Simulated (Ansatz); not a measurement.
P₂ (`P#P`). Total charge 0; spin multiplicity 1.

```xyz
2

P     0.5896    0.1602   -0.7155
P    -0.5896   -0.1602    0.7155
```

**Question.** Give the diagnostics of a CCSD(T)/def2-TZVPP run (frozen core, Ansatz 0.2.0). (Best estimate.)

**Answer.** Ansatz gave: T1 = 0.0173, largest single amplitude 0.031, largest double 0.113, (T) share of the correlation energy 6.8 %, 9 CCSD cycles. The RHF solution is unstable towards an unrestricted one. T1 lies under the customary mark of 0.02 for closed shells.
